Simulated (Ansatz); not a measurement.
For C (P6₃/mmc, No. 194, 12 atoms in the cell; start mp-606949), LDA in Ansatz (plane waves, PAW) gives:

| Quantity | Result |
|---|---|
| lattice constant a | 2.445 Å |
| c axis length | 20.453 Å |

Task: What does r²SCAN+rVV10 (Ansatz, a program for electronic structure, plane waves, PAW) give for the same quantities?

Result: 
- lattice constant a: 2.455 Å (goes up by 0.4 %)
- lattice parameter c: 20.415 Å (decreases by 0.2 %)

Changes are worked out from the printed values.

Unless a cell is named, each level is at its own relaxed cell (LDA 8.82, r²SCAN+rVV10 8.88 Å³/atom).

Caveats: the relaxation could not lower the start's symmetry, so the cell can be a saddle point above a distorted one (LDA, r²SCAN+rVV10). Ansatz's density-functional and Hartree–Fock values are scalar-relativistic unless marked +SOC, with PAW data made under PBE.

A start named mp-… is a Materials Project structure, which need not be a measured phase.
